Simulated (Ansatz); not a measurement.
# CH₃BF radical: up Jacob's ladder to CCSD(T)

An exercise on one series of results from a longer session: the logs are not shown, and one member is left open.

Method: functionals in def2-TZVPP, the program's frozen cores in correlated methods; program: Ansatz 0.2.0, Gaussian basis.

Plan: LDA (SPW92), PBE-D4, revPBE-D4, BLYP-D4, r2SCAN-D4, B97M-V, PBE0-D4, B3LYP-D4, r2SCANh-D4, r2SCAN0-D4, HSE06-D4, BHLYP-D4, CAM-B3LYP-D4, LC-ωPBE, ωB97X-V, ωB97M-V, B2PLYP, PBE-QIDH; CCSD(T)/def2-SVP; CCSD(T)/def2-TZVPP; MP2/def2-QZVPP; extrapolation to the limit; RPA on PBE.

## The geometry

The geometry comes from an earlier relaxation with PBE0-D4 in a triple-zeta def2 set; it is a stationary point.

SMILES `C[B]F`, 6 atoms, charge 0, spin multiplicity 2.

Atoms are counted from 1 here; the program's logs count them from 0.

Bond lengths: C1–B2 1.554 Å, C1–H4 1.094 Å, C1–H5 1.095 Å, C1–H6 1.094 Å, B2–F3 1.311 Å. Angles: B2–C1–H4 109.5°, B2–C1–H5 112.9°, B2–C1–H6 109.7°, H4–C1–H5 109.3°, H4–C1–H6 105.8°, H5–C1–H6 109.3°, C1–B2–F3 123.9°.

The first run:

in.yaml reads:

```yaml
crystal:
  periodic: [false, false, false]
  atoms:
    - {symbol: C, position_ang: [-0.303714, 0.310532, -0.173713]}
    - {symbol: B, position_ang: [0.287431, -1.067617, 0.235502]}
    - {symbol: F, position_ang: [1.486629, -1.228918, 0.739312]}
    - {symbol: H, position_ang: [-1.223512, 0.495667, 0.389486]}
    - {symbol: H, position_ang: [0.393162, 1.138567, -0.009576]}
    - {symbol: H, position_ang: [-0.597895, 0.287867, -1.227211]}
basis:
  gaussian: {orbitals: def2-TZVPP}
magnetization: {spin_polarized: true, initial_magnetization: 1}
hamiltonian: {xc: lda}
output: {orbitals: {seedname: orbitals}}
```

Among the steps run: LDA; PBE-D4 (GGA); revPBE-D4 (GGA); BLYP-D4 (GGA); r2SCAN-D4 (meta-GGA); B97M-V (meta-GGA); PBE0-D4 (hybrid); B3LYP-D4 (hybrid); r2SCANh-D4 (hybrid); r2SCAN0-D4 (hybrid); HSE06-D4 (hybrid); BHLYP-D4 (hybrid); CAM-B3LYP-D4 (range-separated); LC-ωPBE-D4 (range-separated; the results give it without D4); ωB97X-V (range-separated); ωB97M-V (range-separated); B2PLYP (double hybrid); PBE-QIDH (double hybrid).

One of the session's tables, all rows but one given; the rest of the session is left out.

It belongs to the step «Orbital energies across the functionals». 

| functional | HOMO (eV) | gap (eV) |
| --- | --- | --- |
| LDA (SPW92) | -4.36 | 1.70 |
| PBE-D4 | -4.40 | 2.26 |
| revPBE-D4 | -4.38 | 2.37 |
| BLYP-D4 | -4.26 | 1.94 |
| r2SCAN-D4 | -4.77 | 3.29 |
| B97M-V | -4.42 | 2.02 |
| PBE0-D4 | -5.73 | 4.60 |
| B3LYP-D4 | ? | ? |
| r2SCANh-D4 | -5.26 | 4.07 |
| r2SCAN0-D4 | -6.01 | 5.22 |
| HSE06-D4 | -5.33 | 3.82 |
| BHLYP-D4 | -6.94 | 6.44 |
| CAM-B3LYP-D4 | -7.09 | 6.63 |
| LC-ωPBE | -8.55 | 9.69 |
| ωB97X-V | -8.00 | 8.56 |
| ωB97M-V | -7.62 | 7.91 |

Q: Estimate the row for B3LYP-D4 from the others.

Worked estimate for «HOMO (eV)». Against the share of exact exchange, BLYP-D4 (0, -4.26), BHLYP-D4 (0.5, -6.94) give a slope of -5.36 per unit share; at 0.2 the line stands at -5.33.

The run gave: HOMO (eV): -5.47; gap (eV): 3.78. In «HOMO (eV)» the line misses by +0.14.
